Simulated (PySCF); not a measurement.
## Vertical excitation energies

Species: AlH2Et, C2H7Al.
Z-matrix (Å and degrees, PBE0-D3(BJ)/def2-SVP geometry), rows numbered from 1:
```
Al
H   1  1.5955
H   1  1.5954  2  118.53
C   1  1.9686  2  120.49  3   177.75
C   4  1.5350  1  113.14  2   -85.63
H   4  1.1045  1  109.41  2   151.86
H   4  1.1049  1  109.01  2    36.38
H   5  1.1028  4  112.05  1   179.45
H   5  1.1029  4  112.14  1   -60.77
H   5  1.1029  4  112.12  1    59.65
```

Computed, not measured: TDDFT CAM-B3LYP/def2-SVPD, vertical, gas phase, core orbitals frozen in the response in PySCF.

```json
{"state": "S1", "E (eV)": "4.88", "λ (nm)": "254.1", "f": "0.0022", "main configurations (H = HOMO, L = LUMO)": "H→L (98%)"}
{"state": "S2", "E (eV)": "5.41", "λ (nm)": "229.1", "f": "0.0000", "main configurations (H = HOMO, L = LUMO)": "H-1→L (98%)"}
{"state": "S3", "E (eV)": "6.95", "λ (nm)": "178.3", "f": "0.044", "main configurations (H = HOMO, L = LUMO)": "H→L+1 (85%), H→L+2 (12%)"}
{"state": "S4", "E (eV)": "7.59", "λ (nm)": "163.4", "f": "0.0013", "main configurations (H = HOMO, L = LUMO)": "H-2→L (96%)"}
{"state": "S5", "E (eV)": "7.69", "λ (nm)": "161.2", "f": "0.044", "main configurations (H = HOMO, L = LUMO)": "H→L+3 (94%)"}
{"state": "S6", "E (eV)": "7.82", "λ (nm)": "158.6", "f": "0.026", "main configurations (H = HOMO, L = LUMO)": "H-1→L+1 (68%), H-1→L+2 (16%)"}
{"state": "S7", "E (eV)": "8.09", "λ (nm)": "153.2", "f": "0.185", "main configurations (H = HOMO, L = LUMO)": "H→L+2 (69%), H-3→L (13%), H→L+1 (11%)"}
{"state": "S8", "E (eV)": "8.14", "λ (nm)": "152.3", "f": "0.038", "main configurations (H = HOMO, L = LUMO)": "H-3→L (81%), H→L+2 (10%)"}
{"state": "S9", "E (eV)": "8.16", "λ (nm)": "152.0", "f": "0.114", "main configurations (H = HOMO, L = LUMO)": "H-1→L+2 (67%), H-1→L+1 (22%)"}
{"state": "S10", "E (eV)": "8.33", "λ (nm)": "148.9", "f": "0.072", "main configurations (H = HOMO, L = LUMO)": "H-1→L+3 (36%), H→L+5 (24%), H→L+6 (23%)"}
{"state": "S11", "E (eV)": "8.44", "λ (nm)": "146.9", "f": "0.062", "main configurations (H = HOMO, L = LUMO)": "H→L+4 (86%)"}
{"state": "S12", "E (eV)": "8.59", "λ (nm)": "144.3", "f": "0.0024", "main configurations (H = HOMO, L = LUMO)": "H→L+6 (56%), H→L+5 (34%)"}
{"state": "S13", "E (eV)": "8.78", "λ (nm)": "141.3", "f": "0.018", "main configurations (H = HOMO, L = LUMO)": "H→L+7 (71%), H-4→L (20%)"}
{"state": "S14", "E (eV)": "8.78", "λ (nm)": "141.2", "f": "0.105", "main configurations (H = HOMO, L = LUMO)": "H-1→L+3 (48%), H→L+5 (30%), H→L+6 (12%)"}
{"state": "S15", "E (eV)": "8.95", "λ (nm)": "138.6", "f": "0.233", "main configurations (H = HOMO, L = LUMO)": "H-4→L (69%), H→L+7 (21%)"}
```

Triplets (Tamm–Dancoff): T1 4.56 eV, H→L (96%); T2 4.92 eV, H-1→L (96%); T3 6.49 eV, H→L+1 (56%), H→L+2 (30%); T4 7.16 eV, H-1→L+3 (62%), H-1→L+2 (12%), H-1→L+1 (9%).

The lowest singlet lies at 4.88 eV (254 nm, ultraviolet) and is very weak; its leading configuration is HOMO→LUMO (98%). The strongest level in the table is S15 at 8.95 eV (139 nm, f = 0.233). It is the last of those listed, so stronger ones may follow. S13/S14 lie within about 0.01 eV of each other. Löwdin shares by element: HOMO carbon 50%, aluminium 22%, hydrogen 6% or more (atoms not listed hold the other 22%); LUMO aluminium 61%, hydrogen 20% or more, carbon 8% or more. Weighted by f, the mean energy of these states is 8.36 eV. Of the 15 states listed, 11 reach f = 0.01 and 1 stays under 0.0005. The listed states span 4.07 eV, and the widest gap between neighbours is 1.54 eV (S2 to S3). Singlets were solved by full linear response, triplets in the Tamm–Dancoff approximation.

Time: 6.6 s. Hardware: x86-64 server, one thread, shared host.

One conformer stands for the species.
